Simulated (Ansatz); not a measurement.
**Rock-salt EuN**

Method: r²SCAN (plane waves, PAW; Ansatz, a quantum-chemistry and plane-wave program).

Run with plane-wave cutoff 500 eV, 14×14×14 k mesh, Fermi–Dirac smearing 0.05 eV, spin-polarised start, scalar-relativistic PAW data made under PBE.

Cell: relaxed at this level.

| Quantity | Value |
|---|---|
| equilibrium volume per atom | 16.01 Å³/atom |
| lattice constant a | 5.041 Å |

Note: the magnetic order was assumed, not searched for or taken from measurement; the 4f shell is treated without U or exact exchange, so its levels and filling can be wrong.

Spin–orbit coupling is not included.
